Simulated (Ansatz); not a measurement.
The input, for Ansatz 0.2.0:

```yaml
crystal:
  periodic: [false, false, false]
  atoms:
    - {symbol: P, position_ang: [0.000000, 0.000000, 2.275537]}
    - {symbol: Mg, position_ang: [0.000000, 0.000000, -0.186768]}
    - {symbol: H, position_ang: [0.000000, 0.000000, -2.088768]}
basis:
  gaussian: {orbitals: 6-31G, fitting: {mean_field: def2-universal-jkfit}}
magnetization: {spin_polarized: true, initial_magnetization: 2}
correlation: {method: ccsd, electrons: all}
output: {forces: true}
```

```sh
$ ansatz run in.yaml --threads 1 --pin off --events-out ev --progress --plain --max-ram 2393MiB
```

Output:

```
258 factors; integrals over basis functions are off by at most 1.4e-1 eV
mean field evaluation 1: about -14716.6077 eV, gradient 5.5e0 eV
mean field evaluation 2: about -14717.0559 eV, gradient 1.5e0 eV
mean field evaluation 4: about -14717.1079 eV, gradient 1.7e-1 eV
mean field evaluation 8: about -14717.0559 eV, gradient 1.5e0 eV
mean field evaluation 16: about -14712.6703 eV, gradient 9.1e-6 eV
mean field evaluation 32: about -14712.6703 eV, gradient 2.3e-3 eV
mean field evaluation 64: about -14711.4280 eV, gradient 3.1e-1 eV
mean field evaluation 96: about -14715.8444 eV, gradient 6.6e-4 eV
mean field -14717.11012582 eV, -540.8438215083 hartree, gradient 1.8e-6 eV, S^2 2.017026; 6 other end points of the search recorded, 0 dependent functions left out
determinant -14717.11012582 eV, -540.8438215083 hartree, with singles and doubles -14718.90850557 eV, -540.9099107453 hartree
determinant -14715.84440095 eV, -540.7973069772 hartree, with singles and doubles -14717.71368231 eV, -540.8660018003 hartree
determinant -14712.67032822 eV, -540.6806619559 hartree, with singles and doubles -14714.64049351 eV, -540.7530641948 hartree
reference -14717.11012582 eV, -540.8438215083 hartree; 15, 13 occupied and 13, 15 virtual orbitals, 258 factors
second order -1.34182300 eV of doubles, -0.00000000 eV of singles
cycle   1  -1.79838865 eV  change   -8.9e-6 eV  update   1.1e-3
cycle   2  -1.79873460 eV  change   -3.5e-4 eV  update   8.8e-4
cycle   3  -1.79887574 eV  change   -1.4e-4 eV  update   3.8e-4
cycle   4  -1.79891406 eV  change   -3.8e-5 eV  update   1.4e-4
cycle   5  -1.79900343 eV  change   -8.9e-5 eV  update   3.7e-5
cycle   6  -1.79903835 eV  change   -3.5e-5 eV  update   1.6e-5
cycle   7  -1.79903989 eV  change   -1.5e-6 eV  update   7.1e-6
cycle   8  -1.79903477 eV  change    5.1e-6 eV  update   3.1e-6
cycle   9  -1.79903340 eV  change    1.4e-6 eV  update   1.2e-6
cycle  10  -1.79903392 eV  change   -5.2e-7 eV  update   4.9e-7
the calculation of the forces begins
Total energy: -14718.90915973 eV, -540.9099347853 hartree
Atom 0 at     0.000000     0.000000     2.275537 Å, force    -0.000000     0.000000     0.778642 eV/Å
Atom 1 at     0.000000     0.000000    -0.186768 Å, force     0.000000    -0.000000    -1.730619 eV/Å
Atom 2 at     0.000000     0.000000    -2.088768 Å, force     0.000000     0.000000     0.951977 eV/Å
Dipole moment:     0.000000     0.000000    -0.144615 e Å
```

Forces (eV/Å):
```
P    0.000  0.000  0.779
Mg   0.000  0.000 -1.731
H    0.000  0.000  0.952
```

Ran on 1 thread of Intel Xeon, shared host: 2.8 s wall, 0.14 GiB peak host memory.
